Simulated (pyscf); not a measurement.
This saddle point was located with ωB97X-D3(BJ)/def2-SVP in PySCF.

```
Sn
H 1 1.9244
H 2 0.9925 1 87.20
Cl 3 1.6132 2 152.35 1 0.49
Cl 1 2.3022 2 117.95 3 78.24
Cl 1 2.3027 2 119.16 3 -77.68
Cl 1 2.3304 2 86.19 3 -179.64
```
Charge 0, spin multiplicity 1.

Surface: singlet, charge 0. Lowest wavenumbers (cm⁻¹): 1330i, 61, 79, 122, 138.

Task: What reaction is this the transition state of?

Result: Cl–Sn(Cl)(Cl)–Cl + H₂ ⇌ HCl + Cl–SnH(Cl)–Cl, a four-centre exchange read from left to right: Cl–Sn, H–H broken and Cl–H, H–Sn formed. At ωB97M-D3(BJ)/def2-TZVP it lies +2.04 eV from the left side and +1.50 eV from the right (each side as separated species at their lowest minima found). On the product side the descent ends in a complex, 0.18 eV under the separated species and 1.54 eV under the saddle at ωB97X-D3(BJ)/def2-TZVP. This is the saddle that the search found; another between the same sides may lie lower. Elements past Kr carry the def2 core potentials, without spin-orbit coupling.
